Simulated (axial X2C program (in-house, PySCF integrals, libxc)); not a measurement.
**Bond lengths and stretching modes, held linear, of OBO**

Computed with an axial X2C code built on PySCF integrals: two-component X2C with atomic mean-field Coulomb and Gaunt terms, Gaussian nuclei, basis O dyall-av3z, B dyall-v3z with contracted cores. Spin-free rows use the one-electron spin-free X2C Hamiltonian.

Masses O 15.995, B 11.009, O 15.995 u. States: 2c Ω = 3/2 (beyond evenly filled blocks: ω = 3/2); spin-free M_S = 1/2, Λ = 1 (beyond evenly filled blocks: π+α, π+β, π-α).

LDA, 2c: energies above the lowest point

| r(O–B) (Å) | r(B–O) (Å) | E (meV) |
| --- | --- | --- |
| 1.2266 | 1.2266 | 90.90 |
| 1.2266 | 1.2580 | 39.48 |
| 1.2266 | 1.2894 | 45.98 |
| 1.2580 | 1.2266 | 39.48 |
| 1.2580 | 1.2580 | 0.00 |
| 1.2580 | 1.2894 | 18.07 |
| 1.2580 | 1.3209 | 82.74 |
| 1.2894 | 1.2266 | 45.98 |
| 1.2894 | 1.2580 | 18.07 |
| 1.2894 | 1.2894 | 47.40 |
| 1.3209 | 1.2580 | 82.74 |
| 1.3209 | 1.3209 | 209.27 |

Q: Fit a quadratic surface with cubic terms in each bond: where is the minimum, and what are the two stretching wavenumbers?

A: At LDA, 2c: bonds 1.262 and 1.262 Å; harmonic stretches 1075.6 and 1733.8 cm⁻¹; force constants 9.08, 9.08 and coupling 1.82 mdyn/Å.

The other levels and Hamiltonians give:

```tsv
Hamiltonian	level	r(O–B) (Å)	r(B–O) (Å)	lower stretch (cm⁻¹)	upper stretch (cm⁻¹)
2c	PBE0	1.259	1.259	1095.6	1477.7
spin-free	PBE0	1.259	1.259	1095.6	1476.5
spin-free	LDA	1.262	1.262	1075.6	1733.6
```

Each state is one determinant, the lowest of a limited PBE0 search; the stretches come from a fit to these few points and carry an uncertainty of a few per cent. Other orders of the atoms were not compared. Left out for rough or failed fits: HF 2c, MP2 2c, HF spin-free, MP2 spin-free. The molecule was held linear; bending was not examined, so a bent shape may lie lower. Note: functional without a current term on a determinant with orbital currents, of the molecule or an atom.
